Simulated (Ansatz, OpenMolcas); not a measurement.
## How methods differ on BN (boron nitride)

BN: 2 atoms, total charge 0, spin state triplet. SMILES: `B#N`. The shape is that of a PBE0-D4/def2-TZVP optimisation.

```xyz
2

B     0.0000    0.0000   -0.0235
N     0.0000    0.0000    1.2919
```

Quantity: the energy change with the B1–N2 bond stretched from 1.315 to 2.894 Å, in eV. The values are calculated.

| level | kind | program | value (eV) | less CCSD(T)/cc-pVTZ | CPU time (all runs) |
| --- | --- | --- | --- | --- | --- |
| UHF/cc-pVTZ | Hartree–Fock | Ansatz | 2.30 | -1.73 | 3.8 s |
| USVWN5/cc-pVTZ | LDA | Ansatz | 5.23 | +1.20 | 4.7 s |
| UM06-2X/cc-pVTZ | hybrid meta-GGA | OpenMolcas | 4.43 | +0.40 | 2.9 min |
| U-wB97X/cc-pVTZ | range-separated hybrid | Ansatz | 4.33 | +0.30 | 22 s |
| UMP2/cc-pVTZ | perturbation theory | Ansatz | 4.42 | +0.39 | 4 s |
| ROCCSD(T)/cc-pVTZ | coupled cluster or CI | OpenMolcas | 4.03 | 0.00 | 16 s |
| UBCCD(T)/cc-pVTZ | coupled cluster or CI | Ansatz | 4.18 | +0.15 | 13 s |
| UCCSD/cc-pVTZ | coupled cluster or CI | Ansatz | 3.94 | -0.09 | 8.3 s |

ROCCSD(T)/cc-pVTZ is the highest level here, not the true value. At this stretch a single reference begins to fail. The first shape isn't each level's own minimum. The values span 2.30 to 5.23 eV. Spin contamination of the reference (⟨S²⟩ at least 0.1 too high) touches UHF/cc-pVTZ, USVWN5/cc-pVTZ, UM06-2X/cc-pVTZ, U-wB97X/cc-pVTZ, UMP2/cc-pVTZ, UBCCD(T)/cc-pVTZ, UCCSD/cc-pVTZ. Times are those of the runs behind each value, whatever else they computed, on shared processors of several kinds: orders of magnitude only.
